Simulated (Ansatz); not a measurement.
C2H6N2O can be A, `NC(N)=CO`, or B, `CNC(N)=O`.

Isolated molecules relaxed with PBE0-D4/def2-TZVP in Ansatz; ΔE leaves out vibrations. CCSD(T)/CBS adds triple-zeta CCSD(T) − MP2 to the extrapolated MP2 energy (def2 sets, frozen cores). DFT in def2-TZVPP. B3LYP here is the variant with VWN-RPA as its local correlation; programs differ in this. Each species was taken in one conformer, which may not be the lowest.

Question: Which is lower in electronic energy at CCSD(T)/CBS, and by how much? (Estimate.)

Answer: Ansatz gave: B, by 134.9 kJ/mol.

Question: Give E(B) − E(A) in kJ/mol with B3LYP-D4, B3LYP, CCSD/def2-TZVPP, CCSD(T)/def2-TZVPP, PBE0-D4, r2SCAN-D4, MP2/def2-TZVPP. (Best estimate.)

Answer: The calculation gave: B3LYP-D4 -144.2, B3LYP -145.0, CCSD/def2-TZVPP -142.3, CCSD(T)/def2-TZVPP -140.8, PBE0-D4 -144.2, r2SCAN-D4 -149.9, MP2/def2-TZVPP -144.6. None reverses the order clearly.

Largest T1 diagnostic: 0.013.

In def2-TZVPP, CCSD(T) changes the Hartree–Fock value by +24.6 kJ/mol (the triples alone add +1.5 kJ/mol) and MP2 by +20.8 kJ/mol. From PBE to PBE0 (25 % exact exchange), in def2-TZVPP and without D4, E(B) − E(A) moves by −3.2 kJ/mol.
